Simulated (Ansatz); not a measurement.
Species, as SMILES: [SiH2] (SiH2) (closed-shell singlet).
Atoms: Si1, H2, H3. Bonds: Si1-H2, Si1-H3.

Basis-set convergence of the harmonic zero-point energy at B3LYP with Ansatz (a first-principles code). Each level at its own minimum, finite differences of forces, unscaled; the reference is a large set that could be run, not a limit. Cartesian d functions, on some or all atoms, in 6-31G*, 6-31+G*, 6-311G**, 6-311+G**; all else is spherical. The program fits the integrals of some runs and decomposes those of others, by size. No added dispersion term, no relativity. Reference: the value in def2-QZVPPD, 7.28 kcal/mol. Deviations are taken from unrounded values.

| basis | functions | harmonic zero-point energy (kcal/mol) |
|---|---|---|
| 6-31G* | 23 | 7.34 |
| 6-31+G* | 27 | 7.34 |
| def2-SVP | 28 | 7.26 |
| def2-SVPD | 40 | 7.27 |
| pcseg-1 | 28 | 7.29 |
| aug-pcseg-1 | 45 | 7.26 |
| cc-pV(D+d)Z | 33 | 7.22 |
| aug-cc-pV(D+d)Z | 50 | 7.22 |
| 6-311G** | 39 | 7.27 |
| 6-311+G** | 43 | 7.28 |
| def2-TZVP | 49 | 7.28 |
| def2-TZVPD | 61 | 7.28 |
| pcseg-2 | 62 | 7.27 |
| aug-pcseg-2 | 96 | 7.27 |
| cc-pV(T+d)Z | 67 | 7.26 |
| aug-cc-pV(T+d)Z | 101 | 7.26 |
| def2-TZVPP | 70 | 7.27 |
| def2-TZVPPD | 82 | 7.27 |
| def2-QZVPP | 130 | 7.28 |
| def2-QZVPPD | 142 | 7.28 |

What the diffuse functions change, pair by pair:
- 6-31G* to 6-31+G*: 4 more functions, deviation 0.06 to 0.06 kcal/mol
- def2-SVP to def2-SVPD: 12 more functions, deviation -0.02 to -0.01 kcal/mol
- pcseg-1 to aug-pcseg-1: 17 more functions, deviation 0.01 to -0.02 kcal/mol
- cc-pV(D+d)Z to aug-cc-pV(D+d)Z: 17 more functions, deviation -0.06 to -0.05 kcal/mol
- 6-311G** to 6-311+G**: 4 more functions, deviation -0.01 to 0.00 kcal/mol
- def2-TZVP to def2-TZVPD: 12 more functions, deviation 0.00 to 0.00 kcal/mol
- pcseg-2 to aug-pcseg-2: 34 more functions, deviation -0.01 to -0.01 kcal/mol
- cc-pV(T+d)Z to aug-cc-pV(T+d)Z: 34 more functions, deviation -0.01 to -0.02 kcal/mol
- def2-TZVPP to def2-TZVPPD: 12 more functions, deviation 0.00 to 0.00 kcal/mol
- def2-QZVPP to def2-QZVPPD: 12 more functions, deviation 0.00 to 0.00 kcal/mol

Leaving out the reference's own pair, they bring the value nearer the reference by more than 0.01 kcal/mol in 0 of 9 pairs.
